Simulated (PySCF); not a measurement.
# borane (BH3): NMR shifts at several levels of theory

How much do the NMR shifts of borane (BH3) (`B`) depend on the level of theory, and what does each level cost?

Computed with PySCF 2.14.0, with density-fitted response routines of our own, on a single molecule in the gas phase. Atoms count from 0, in the outputs and in this text.

## (1) The molecule as given

4 atoms, charge 0, multiplicity 1; geometry from: PBE0-D3(BJ)/def2-SVP.

Bonds of the start (Å): B0–H1 1.21, B0–H2 1.21, B0–H3 1.21.

## (2) Nuclear shieldings: PBE0/6-31G*

Job settings and geometry (Å):

```
{"job": {"kind": "nmr", "xc": "PBE0", "basis": "6-31G*", "pop": true}, "charge": 0, "multiplicity": 1}
B     -0.010100    -0.014102    -0.030207
H     -0.172430     1.181598    -0.025588
H     -0.962044    -0.754894    -0.048095
H      1.108448    -0.466634    -0.018097
```

Method: GIAO PBE0/6-31G* NMR shielding, non-relativistic, gas phase.

Command:

```console
> OMP_NUM_THREADS=1 python probes_run.py task.json out
```

The driver reads the jobs from task.json and runs them one after another.

Standard output:

```text
coarse grid: 2952 points
cycle   1  E = -26.5583123697  dE = -2.563e-01  |g| = 6.997e-02  |ddm| = 1.347e+00
cycle   2  E = -26.5603008987  dE = -1.989e-03  |g| = 2.251e-02  |ddm| = 1.158e-01
cycle   3  E = -26.5604741601  dE = -1.733e-04  |g| = 8.052e-03  |ddm| = 3.423e-02
cycle   4  E = -26.5604975279  dE = -2.337e-05  |g| = 2.778e-04  |ddm| = 8.648e-03
cycle   5  E = -26.5604975676  dE = -3.970e-08  |g| = 1.237e-05  |ddm| = 5.211e-04
final grid: 27328 points
cycle   6  E = -26.5557110476  dE = -3.840e-06  |g| = 1.898e-03  |ddm| = 5.834e-03
cycle   7  E = -26.5557118668  dE = -8.192e-07  |g| = 1.213e-03  |ddm| = 3.479e-03
cycle   8  E = -26.5557123890  dE = -5.222e-07  |g| = 1.310e-05  |ddm| = 1.264e-03
cycle   9  E = -26.5557123891  dE = -5.517e-11  |g| = 9.627e-07  |ddm| = 3.046e-05
converged SCF energy = -26.5557123891

GIAO shielding tensors (ppm)
atom      isotropic    diamagn.    paramagn.     s11        s22        s33       span
  0 B       26.792     196.044    -169.253    -33.850    -33.319    147.545    181.395
  1 H       23.497      29.072      -5.575     15.659     25.704     29.129     13.470
  2 H       23.488      29.066      -5.579     15.622     25.709     29.132     13.510
  3 H       23.499      29.073      -5.573     15.666     25.703     29.129     13.463
```

It took 0.51 s on 1 thread of Arm Neoverse V2, shared host.

Shifts follow as δ = σ(reference) − σ, with reference shieldings (ppm) from runs at the same level and on the same kind of geometry: ¹H TMS 31.96, ¹¹B BF3·OEt2 112.3. The references are single molecules in the gas phase. Atoms listed in one row are averaged.

```
     atoms          environment  σ (ppm)  δ (ppm)
H1, H2, H3  hydrogen on a boron    23.49     8.47
        B0  boron bonded to 3 H     26.8     85.5
```

Charges from the same density, by scheme (e):

| atoms | Mulliken | IAO | Hirshfeld | ESP fit |
| --- | --- | --- | --- | --- |
| B0 | -0.03 | -0.03 | 0.16 | 0.41 |

## (3) Nuclear shieldings: PBE0/6-311+G(2d,p)

Job settings and geometry (Å):

```
{"job": {"kind": "nmr", "xc": "PBE0", "basis": "6-311+G(2d,p)", "pop": true}, "charge": 0, "multiplicity": 1}
B     -0.010100    -0.014102    -0.030207
H     -0.172430     1.181598    -0.025588
H     -0.962044    -0.754894    -0.048095
H      1.108448    -0.466634    -0.018097
```

With the program's defaults for keys left out, this is: GIAO PBE0/6-311+G(2d,p) NMR shielding, non-relativistic, gas phase.

Standard output:

```text
coarse grid: 2952 points
cycle   1  E = -26.5634022417  dE = -2.503e-01  |g| = 7.801e-02  |ddm| = 1.188e+00
cycle   2  E = -26.5656481955  dE = -2.246e-03  |g| = 2.452e-02  |ddm| = 1.364e-01
cycle   3  E = -26.5658435115  dE = -1.953e-04  |g| = 9.759e-03  |ddm| = 2.964e-02
cycle   4  E = -26.5658758495  dE = -3.234e-05  |g| = 4.326e-04  |ddm| = 8.846e-03
cycle   5  E = -26.5658759203  dE = -7.078e-08  |g| = 1.352e-05  |ddm| = 7.617e-04
final grid: 27328 points
cycle   6  E = -26.5641436590  dE = -8.976e-06  |g| = 2.073e-03  |ddm| = 8.649e-03
cycle   7  E = -26.5641443918  dE = -7.328e-07  |g| = 1.273e-03  |ddm| = 2.742e-03
cycle   8  E = -26.5641449248  dE = -5.331e-07  |g| = 3.777e-05  |ddm| = 1.097e-03
cycle   9  E = -26.5641449254  dE = -5.608e-10  |g| = 3.381e-06  |ddm| = 4.366e-05
converged SCF energy = -26.5641449254

GIAO shielding tensors (ppm)
atom      isotropic    diamagn.    paramagn.     s11        s22        s33       span
  0 B       11.391     195.020    -183.629    -55.018    -54.428    143.620    198.639
  1 H       23.168      29.094      -5.926     14.654     26.109     28.741     14.088
  2 H       23.157      29.090      -5.933     14.614     26.113     28.745     14.131
  3 H       23.170      29.095      -5.924     14.661     26.109     28.742     14.081
```

It took 0.97 s on 1 thread of Arm Neoverse V2, shared host.

Key values: δ B0 91.0, H1 8.34 ppm (means over like atoms).

## (4) NMR shieldings: PBE0/def2-SVP

Job settings and geometry (Å):

```
{"job": {"kind": "nmr", "xc": "PBE0", "basis": "def2-SVP", "pop": true}, "charge": 0, "multiplicity": 1}
B     -0.010100    -0.014102    -0.030207
H     -0.172430     1.181598    -0.025588
H     -0.962044    -0.754894    -0.048095
H      1.108448    -0.466634    -0.018097
```

Method: GIAO PBE0/def2-SVP NMR shielding, non-relativistic, gas phase.

Standard output:

```text
coarse grid: 2952 points
cycle   1  E = -26.5274332155  dE = -2.513e-01  |g| = 6.961e-02  |ddm| = 1.551e+00
cycle   2  E = -26.5294926016  dE = -2.059e-03  |g| = 1.356e-02  |ddm| = 1.378e-01
cycle   3  E = -26.5295613945  dE = -6.879e-05  |g| = 6.583e-03  |ddm| = 2.620e-02
cycle   4  E = -26.5295785961  dE = -1.720e-05  |g| = 4.520e-04  |ddm| = 8.947e-03
cycle   5  E = -26.5295786771  dE = -8.096e-08  |g| = 1.220e-05  |ddm| = 7.119e-04
final grid: 27328 points
cycle   6  E = -26.5352351885  dE = -7.207e-06  |g| = 1.615e-03  |ddm| = 8.407e-03
cycle   7  E = -26.5352358097  dE = -6.212e-07  |g| = 9.801e-04  |ddm| = 3.149e-03
cycle   8  E = -26.5352361769  dE = -3.672e-07  |g| = 1.486e-05  |ddm| = 1.227e-03
cycle   9  E = -26.5352361770  dE = -1.007e-10  |g| = 2.355e-06  |ddm| = 2.992e-05
converged SCF energy = -26.5352361770

GIAO shielding tensors (ppm)
atom      isotropic    diamagn.    paramagn.     s11        s22        s33       span
  0 B       22.440     195.243    -172.804    -41.277    -40.678    149.274    190.550
  1 H       22.893      29.023      -6.130     14.396     25.664     28.620     14.224
  2 H       22.883      29.017      -6.134     14.356     25.669     28.623     14.268
  3 H       22.896      29.023      -6.127     14.404     25.664     28.620     14.216
```

Wall time 0.6 s (1 thread of Arm Neoverse V2, shared host).

This run: δ B0 88.2, H1 8.45 ppm (means over like atoms).

## (5) Shielding tensors: PBE0/def2-TZVP

Job settings and geometry (Å):

```
{"job": {"kind": "nmr", "xc": "PBE0", "basis": "def2-TZVP", "pop": true}, "charge": 0, "multiplicity": 1}
B     -0.010100    -0.014102    -0.030207
H     -0.172430     1.181598    -0.025588
H     -0.962044    -0.754894    -0.048095
H      1.108448    -0.466634    -0.018097
```

With the program's defaults for keys left out, this is: GIAO PBE0/def2-TZVP NMR shielding, non-relativistic, gas phase.

Standard output:

```text
coarse grid: 2952 points
cycle   1  E = -26.5638871002  dE = -2.494e-01  |g| = 8.127e-02  |ddm| = 1.108e+00
cycle   2  E = -26.5662202600  dE = -2.333e-03  |g| = 2.544e-02  |ddm| = 1.164e-01
cycle   3  E = -26.5664295153  dE = -2.093e-04  |g| = 1.022e-02  |ddm| = 3.159e-02
cycle   4  E = -26.5664644639  dE = -3.495e-05  |g| = 4.287e-04  |ddm| = 8.759e-03
cycle   5  E = -26.5664645319  dE = -6.803e-08  |g| = 1.390e-05  |ddm| = 6.813e-04
final grid: 27328 points
cycle   6  E = -26.5655911704  dE = -9.417e-06  |g| = 2.032e-03  |ddm| = 1.257e-02
cycle   7  E = -26.5655918874  dE = -7.170e-07  |g| = 1.269e-03  |ddm| = 2.569e-03
cycle   8  E = -26.5655924124  dE = -5.250e-07  |g| = 3.222e-05  |ddm| = 1.104e-03
cycle   9  E = -26.5655924128  dE = -4.010e-10  |g| = 3.660e-06  |ddm| = 3.673e-05
converged SCF energy = -26.5655924128

GIAO shielding tensors (ppm)
atom      isotropic    diamagn.    paramagn.     s11        s22        s33       span
  0 B       10.132     195.642    -185.509    -57.160    -56.558    144.115    201.275
  1 H       23.154      28.837      -5.683     14.578     26.173     28.711     14.133
  2 H       23.143      28.832      -5.689     14.538     26.178     28.715     14.177
  3 H       23.157      28.838      -5.681     14.585     26.173     28.712     14.126
```

Wall time 1 s (1 thread of Arm Neoverse V2, shared host); peak memory 0.27 GiB.

This run: δ B0 92.5, H1 8.33 ppm (means over like atoms).

## (6) Nuclear shieldings: PBE0/cc-pVDZ

Job settings and geometry (Å):

```
{"job": {"kind": "nmr", "xc": "PBE0", "basis": "cc-pVDZ", "pop": true}, "charge": 0, "multiplicity": 1}
B     -0.010100    -0.014102    -0.030207
H     -0.172430     1.181598    -0.025588
H     -0.962044    -0.754894    -0.048095
H      1.108448    -0.466634    -0.018097
```

Method: GIAO PBE0/cc-pVDZ NMR shielding, non-relativistic, gas phase.

Standard output:

```text
coarse grid: 2952 points
cycle   1  E = -26.5493464563  dE = -2.394e-01  |g| = 6.991e-02  |ddm| = 3.232e+00
cycle   2  E = -26.5513917834  dE = -2.045e-03  |g| = 1.462e-02  |ddm| = 4.065e-01
cycle   3  E = -26.5514716378  dE = -7.985e-05  |g| = 7.007e-03  |ddm| = 6.837e-02
cycle   4  E = -26.5514905735  dE = -1.894e-05  |g| = 3.783e-04  |ddm| = 2.326e-02
cycle   5  E = -26.5514906350  dE = -6.152e-08  |g| = 1.316e-05  |ddm| = 1.409e-03
final grid: 27328 points
cycle   6  E = -26.5553885640  dE = -6.178e-06  |g| = 1.874e-03  |ddm| = 2.257e-02
cycle   7  E = -26.5553893793  dE = -8.153e-07  |g| = 1.139e-03  |ddm| = 8.729e-03
cycle   8  E = -26.5553898696  dE = -4.903e-07  |g| = 1.229e-05  |ddm| = 3.518e-03
cycle   9  E = -26.5553898697  dE = -6.536e-11  |g| = 1.903e-06  |ddm| = 5.441e-05
converged SCF energy = -26.5553898697

GIAO shielding tensors (ppm)
atom      isotropic    diamagn.    paramagn.     s11        s22        s33       span
  0 B       24.900     196.063    -171.163    -38.191    -37.599    150.491    188.683
  1 H       22.740      28.973      -6.233     14.313     25.405     28.501     14.188
  2 H       22.728      28.967      -6.239     14.271     25.410     28.504     14.233
  3 H       22.742      28.973      -6.231     14.320     25.405     28.501     14.181
```

Wall time 0.62 s (1 thread of Arm Neoverse V2, shared host); peak memory 0.27 GiB.

This run: δ B0 88.9, H1 8.55 ppm (means over like atoms).

## (7) NMR shieldings: PBE0/cc-pVTZ

Job settings and geometry (Å):

```
{"job": {"kind": "nmr", "xc": "PBE0", "basis": "cc-pVTZ", "pop": true}, "charge": 0, "multiplicity": 1}
B     -0.010100    -0.014102    -0.030207
H     -0.172430     1.181598    -0.025588
H     -0.962044    -0.754894    -0.048095
H      1.108448    -0.466634    -0.018097
```

Level: GIAO PBE0/cc-pVTZ NMR shielding, non-relativistic, gas phase.

Standard output:

```text
coarse grid: 2952 points
cycle   1  E = -26.5614980746  dE = -2.505e-01  |g| = 8.478e-02  |ddm| = 3.712e+00
cycle   2  E = -26.5638918592  dE = -2.394e-03  |g| = 2.625e-02  |ddm| = 3.984e-01
cycle   3  E = -26.5641118924  dE = -2.200e-04  |g| = 1.045e-02  |ddm| = 1.096e-01
cycle   4  E = -26.5641479371  dE = -3.604e-05  |g| = 4.521e-04  |ddm| = 2.808e-02
cycle   5  E = -26.5641480099  dE = -7.272e-08  |g| = 1.357e-05  |ddm| = 1.790e-03
final grid: 27328 points
cycle   6  E = -26.5656635061  dE = -1.359e-05  |g| = 1.943e-03  |ddm| = 3.737e-02
cycle   7  E = -26.5656641894  dE = -6.834e-07  |g| = 1.229e-03  |ddm| = 8.256e-03
cycle   8  E = -26.5656646800  dE = -4.906e-07  |g| = 2.948e-05  |ddm| = 3.392e-03
cycle   9  E = -26.5656646803  dE = -3.070e-10  |g| = 3.459e-06  |ddm| = 1.144e-04
converged SCF energy = -26.5656646803

GIAO shielding tensors (ppm)
atom      isotropic    diamagn.    paramagn.     s11        s22        s33       span
  0 B       10.871     195.904    -185.033    -56.093    -55.496    144.203    200.296
  1 H       23.061      28.745      -5.684     14.441     26.188     28.554     14.112
  2 H       23.050      28.744      -5.694     14.401     26.192     28.558     14.156
  3 H       23.064      28.746      -5.682     14.449     26.188     28.554     14.105
```

It took 1.3 s on 1 thread of Arm Neoverse V2, shared host; peak memory 0.29 GiB.

This run: δ B0 91.9, H1 8.23 ppm (means over like atoms).

## (8) Shielding tensors: PBE0/aug-cc-pVDZ

Job settings and geometry (Å):

```
{"job": {"kind": "nmr", "xc": "PBE0", "basis": "aug-cc-pVDZ", "pop": true}, "charge": 0, "multiplicity": 1}
B     -0.010100    -0.014102    -0.030207
H     -0.172430     1.181598    -0.025588
H     -0.962044    -0.754894    -0.048095
H      1.108448    -0.466634    -0.018097
```

Method: GIAO PBE0/aug-cc-pVDZ NMR shielding, non-relativistic, gas phase.

Standard output:

```text
coarse grid: 2952 points
cycle   1  E = -26.5507279597  dE = -2.407e-01  |g| = 7.295e-02  |ddm| = 4.282e+00
cycle   2  E = -26.5528292606  dE = -2.101e-03  |g| = 1.751e-02  |ddm| = 5.324e-01
cycle   3  E = -26.5529397575  dE = -1.105e-04  |g| = 7.919e-03  |ddm| = 9.952e-02
cycle   4  E = -26.5529630860  dE = -2.333e-05  |g| = 3.848e-04  |ddm| = 2.884e-02
cycle   5  E = -26.5529631492  dE = -6.321e-08  |g| = 1.304e-05  |ddm| = 2.452e-03
final grid: 27328 points
cycle   6  E = -26.5568394030  dE = -6.498e-06  |g| = 1.893e-03  |ddm| = 5.181e-02
cycle   7  E = -26.5568401938  dE = -7.908e-07  |g| = 1.177e-03  |ddm| = 1.026e-02
cycle   8  E = -26.5568407035  dE = -5.096e-07  |g| = 1.390e-05  |ddm| = 4.047e-03
cycle   9  E = -26.5568407036  dE = -8.547e-11  |g| = 2.063e-06  |ddm| = 1.068e-04
converged SCF energy = -26.5568407036

GIAO shielding tensors (ppm)
atom      isotropic    diamagn.    paramagn.     s11        s22        s33       span
  0 B       21.126     226.807    -205.681    -42.128    -41.542    147.047    189.175
  1 H       22.855      30.710      -7.854     14.337     25.583     28.645     14.308
  2 H       22.845      30.657      -7.813     14.296     25.588     28.649     14.353
  3 H       22.858      30.701      -7.844     14.344     25.583     28.646     14.301
```

Wall time 0.95 s (1 thread of Arm Neoverse V2, shared host); peak memory 0.29 GiB.

Key values: δ B0 89.0, H1 8.54 ppm (means over like atoms).

## (9) Nuclear shieldings: PBE0/IGLO-III

Job settings and geometry (Å):

```
{"job": {"kind": "nmr", "xc": "PBE0", "basis": "IGLO-III", "pop": true}, "charge": 0, "multiplicity": 1}
B     -0.010100    -0.014102    -0.030207
H     -0.172430     1.181598    -0.025588
H     -0.962044    -0.754894    -0.048095
H      1.108448    -0.466634    -0.018097
```

With the program's defaults for keys left out, this is: GIAO PBE0/IGLO-III NMR shielding, non-relativistic, gas phase.

Standard output:

```text
coarse grid: 2952 points
cycle   1  E = -26.5636526949  dE = -2.504e-01  |g| = 8.606e-02  |ddm| = 9.932e-01
cycle   2  E = -26.5659655183  dE = -2.313e-03  |g| = 2.608e-02  |ddm| = 1.423e-01
cycle   3  E = -26.5661788751  dE = -2.134e-04  |g| = 1.085e-02  |ddm| = 2.161e-02
cycle   4  E = -26.5662173785  dE = -3.850e-05  |g| = 4.571e-04  |ddm| = 7.652e-03
cycle   5  E = -26.5662174491  dE = -7.057e-08  |g| = 1.537e-05  |ddm| = 6.240e-04
final grid: 27328 points
cycle   6  E = -26.5673819050  dE = -1.407e-05  |g| = 1.882e-03  |ddm| = 1.091e-02
cycle   7  E = -26.5673825241  dE = -6.191e-07  |g| = 1.172e-03  |ddm| = 2.157e-03
cycle   8  E = -26.5673829623  dE = -4.382e-07  |g| = 3.459e-05  |ddm| = 7.088e-04
cycle   9  E = -26.5673829627  dE = -4.195e-10  |g| = 3.864e-06  |ddm| = 4.311e-05
converged SCF energy = -26.5673829627

GIAO shielding tensors (ppm)
atom      isotropic    diamagn.    paramagn.     s11        s22        s33       span
  0 B        2.975     193.176    -190.201    -66.118    -65.497    140.540    206.658
  1 H       23.092      28.945      -5.853     14.580     26.067     28.629     14.049
  2 H       23.081      28.941      -5.860     14.540     26.071     28.632     14.092
  3 H       23.094      28.945      -5.851     14.587     26.067     28.629     14.042
```

Wall time 1.2 s (1 thread of Arm Neoverse V2, shared host); peak memory 0.29 GiB.

This run: δ B0 97.0, H1 8.29 ppm (means over like atoms).

## (10) Shielding tensors: PBE0/pcSseg-0

Job settings and geometry (Å):

```
{"job": {"kind": "nmr", "xc": "PBE0", "basis": "pcSseg-0", "pop": true}, "charge": 0, "multiplicity": 1}
B     -0.010100    -0.014102    -0.030207
H     -0.172430     1.181598    -0.025588
H     -0.962044    -0.754894    -0.048095
H      1.108448    -0.466634    -0.018097
```

Level: GIAO PBE0/pcSseg-0 NMR shielding, non-relativistic, gas phase.

Standard output:

```text
coarse grid: 2952 points
cycle   1  E = -26.4950899754  dE = -2.534e-01  |g| = 5.751e-02  |ddm| = 1.444e+00
cycle   2  E = -26.4967618083  dE = -1.672e-03  |g| = 6.270e-03  |ddm| = 9.967e-02
cycle   3  E = -26.4967832482  dE = -2.144e-05  |g| = 2.033e-03  |ddm| = 1.540e-02
cycle   4  E = -26.4967847035  dE = -1.455e-06  |g| = 7.684e-04  |ddm| = 3.549e-03
final grid: 27328 points
cycle   5  E = -26.4958237238  dE = -6.892e-07  |g| = 7.133e-04  |ddm| = 3.984e-03
cycle   6  E = -26.4958238368  dE = -1.130e-07  |g| = 4.710e-04  |ddm| = 1.547e-03
cycle   7  E = -26.4958239176  dE = -8.081e-08  |g| = 5.583e-06  |ddm| = 5.451e-04
cycle   8  E = -26.4958239176  dE = -1.800e-11  |g| = 9.578e-07  |ddm| = 2.586e-05
converged SCF energy = -26.4958239176

GIAO shielding tensors (ppm)
atom      isotropic    diamagn.    paramagn.     s11        s22        s33       span
  0 B        1.242     196.776    -195.534    -71.293    -70.659    145.678    216.970
  1 H       23.417      29.280      -5.863     14.357     25.833     30.061     15.704
  2 H       23.410      29.270      -5.860     14.315     25.845     30.070     15.755
  3 H       23.419      29.279      -5.861     14.365     25.831     30.061     15.695
```

It took 0.45 s on 1 thread of Arm Neoverse V2, shared host; peak memory 0.29 GiB.

This run: δ B0 103.6, H1 9.42 ppm (means over like atoms).

## (11) NMR shieldings: PBE0/pcSseg-3

Job settings and geometry (Å):

```
{"job": {"kind": "nmr", "xc": "PBE0", "basis": "pcSseg-3", "pop": true}, "charge": 0, "multiplicity": 1}
B     -0.010100    -0.014102    -0.030207
H     -0.172430     1.181598    -0.025588
H     -0.962044    -0.754894    -0.048095
H      1.108448    -0.466634    -0.018097
```

With the program's defaults for keys left out, this is: GIAO PBE0/pcSseg-3 NMR shielding, non-relativistic, gas phase.

Standard output:

```text
coarse grid: 2952 points
cycle   1  E = -26.5646697457  dE = -2.509e-01  |g| = 9.245e-02  |ddm| = 9.665e-01
cycle   2  E = -26.5671373090  dE = -2.468e-03  |g| = 2.717e-02  |ddm| = 1.479e-01
cycle   3  E = -26.5673653717  dE = -2.281e-04  |g| = 1.153e-02  |ddm| = 2.311e-02
cycle   4  E = -26.5674086446  dE = -4.327e-05  |g| = 5.117e-04  |ddm| = 9.024e-03
cycle   5  E = -26.5674087270  dE = -8.242e-08  |g| = 1.848e-05  |ddm| = 7.917e-04
final grid: 27328 points
cycle   6  E = -26.5683704596  dE = -7.421e-05  |g| = 2.337e-03  |ddm| = 3.519e-02
cycle   7  E = -26.5683711935  dE = -7.339e-07  |g| = 1.212e-03  |ddm| = 2.062e-03
cycle   8  E = -26.5683716526  dE = -4.590e-07  |g| = 1.521e-04  |ddm| = 9.810e-04
cycle   9  E = -26.5683716602  dE = -7.671e-09  |g| = 4.071e-06  |ddm| = 1.016e-04
cycle  10  E = -26.5683716602  dE = -6.033e-12  |g| = 4.931e-07  |ddm| = 4.305e-06
converged SCF energy = -26.5683716602

GIAO shielding tensors (ppm)
atom      isotropic    diamagn.    paramagn.     s11        s22        s33       span
  0 B        1.805     196.472    -194.667    -67.623    -67.001    140.040    207.662
  1 H       23.044      29.021      -5.977     14.400     26.246     28.486     14.086
  2 H       23.033      29.006      -5.974     14.360     26.249     28.489     14.129
  3 H       23.046      29.019      -5.972     14.407     26.246     28.486     14.078
```

It took 4.3 s on 1 thread of Arm Neoverse V2, shared host; peak memory 0.62 GiB.

This run: δ B0 96.8, H1 8.13 ppm (means over like atoms).

## (12) Side by side: NMR shifts

Shifts (ppm), means over like atoms, with basis size and wall time:

```csv
run,H1,B0,functions,time
PBE0/6-31G*,8.47,85.5,20,0.51 s
"PBE0/6-311+G(2d,p)",8.34,91.0,45,0.97 s
PBE0/def2-SVP,8.45,88.2,29,0.6 s
PBE0/def2-TZVP,8.33,92.5,49,1 s
PBE0/cc-pVDZ,8.55,88.9,29,0.62 s
PBE0/cc-pVTZ,8.23,91.9,72,1.3 s
PBE0/aug-cc-pVDZ,8.54,89.0,50,0.95 s
PBE0/IGLO-III,8.29,97.0,65,1.2 s
PBE0/pcSseg-0,9.42,103.6,15,0.45 s
PBE0/pcSseg-3,8.13,96.8,171,4.3 s
```

## (13) Summary of results

| quantity | value |
| --- | --- |
| ¹H shifts against TMS (PBE0/6-31G*, means over atoms taken as alike) | 8.47 ppm |
| ¹¹B shifts against BF3·OEt2 (PBE0/6-31G*) | 85.5 ppm |
| range of the shift of B0 | 85.5 to 103.6 ppm |

Single values in the summary come from the first sound run of each kind (PBE0/6-31G*), which need not be the best level. At PBE0/6-31G*: The largest span, 181 ppm, is at B0, where the paramagnetic term is -169 ppm. In ppm, B0 moves most: its shift spreads over 18.2 ppm, from 85.5 (PBE0/6-31G*) to 103.6 (PBE0/pcSseg-0).
